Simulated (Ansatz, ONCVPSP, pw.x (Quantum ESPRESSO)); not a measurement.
**Equation-of-state test of one ONCV potential (Li (Z = 3))**

ONCVPSP 4.0.1.1 (patched build) input, shortened (lines: element, Z, core and valence counts, functional; n l f; lmax; l rc ep ncon nbas qcut; lloc lpopt rc5 dvloc0; l nproj debl; icmod fcfact rcfact), LDA (Perdew-Wang 92), scalar-relativistic:

```
  Li 3.00    0    2  -001012      upf
    1    0    2.00
    2    0    1.00
    2
    0    0.90    0.00    4    8   11.70
    1    0.85    0.24    5    9    9.60
    2    0.85    0.03    5    9   12.10
    1    5    0.85    0.00
    0    2    3.30
    1    0    3.90
    2    1    3.40
    0    0.00    0.00
```

Crystal test: fcc Li in pw.x 7.5, no spin, 13³ k-points, Fermi–Dirac smearing 0.01 Ry, cutoffs 150/600 Ry. The lattice is a test structure that the element need not adopt, and mesh and smearing are coarse.

pw.x input:

```
&control
  calculation='scf', prefix='x', pseudo_dir='./', outdir='./tmp', tstress=.true., disk_io='none'
/
&system
  ibrav=0, nat=1, ntyp=1, ecutwfc=150, ecutrho=600, nbnd=8,
  occupations='smearing', smearing='fd', degauss=0.01
/
&electrons
  conv_thr=1e-09, mixing_beta=0.4, electron_maxstep=70
/
ATOMIC_SPECIES
Li 1.0 Li.UPF
CELL_PARAMETERS angstrom
  0.00000000 2.12028713 2.12028713
  2.12028713 0.00000000 2.12028713
  2.12028713 2.12028713 0.00000000
ATOMIC_POSITIONS crystal
Li 0.0000 0.0000 0.0000
K_POINTS automatic
13 13 13 0 0 0
```

```bash
pw.x < Li.scf.in > Li.scf.out
```

Q: How does the run end?

A: It converges; the pressure is -0.03 GPa against -0.04 GPa from all-electron LAPW.  The log shows:

```
Message from routine setup:
     using ibrav=0 with symmetry is DISCOURAGED, use correct ibrav instead
     lattice parameter (alat)  =       5.6664  a.u.
     unit-cell volume          =     128.6502 (a.u.)^3
     number of electrons       =         3.00
     number of Kohn-Sham states=            8
     kinetic-energy cutoff     =     150.0000  Ry
     charge density cutoff     =     600.0000  Ry
     scf convergence threshold =      1.0E-09
     Exchange-correlation= SLA  PW   NOGX NOGC
     number of k points=    84  Fermi-Dirac smearing, width (Ry)=  0.0100
     iteration #  1     ecut=   150.00 Ry     beta= 0.40
     total energy              =     -14.64553629 Ry
     estimated scf accuracy    <       0.00036886 Ry
     iteration #  2     ecut=   150.00 Ry     beta= 0.40
     total energy              =     -14.64548812 Ry
     estimated scf accuracy    <       0.00011295 Ry
     iteration #  3     ecut=   150.00 Ry     beta= 0.40
     total energy              =     -14.64549672 Ry
     estimated scf accuracy    <       0.00000165 Ry
     iteration #  4     ecut=   150.00 Ry     beta= 0.40
     total energy              =     -14.64549680 Ry
     estimated scf accuracy    <          6.2E-09 Ry
     iteration #  5     ecut=   150.00 Ry     beta= 0.40
     the Fermi energy is     0.9945 ev
!    total energy              =     -14.64549680 Ry
     estimated scf accuracy    <          4.7E-10 Ry
     smearing contrib. (-TS)   =      -0.00227517 Ry
     The total energy is F=E-TS. E is the sum of the following terms:
     one-electron contribution =     -10.09949160 Ry
     hartree contribution      =       3.97470767 Ry
     xc contribution           =      -3.36917268 Ry
     ewald contribution        =      -5.14926502 Ry
     convergence has been achieved in   5 iterations
          total   stress  (Ry/bohr**3)                   (kbar)     P=       -0.30
     Message from routine punch:
     Nothing written, as per user request (disk_io='none')
```
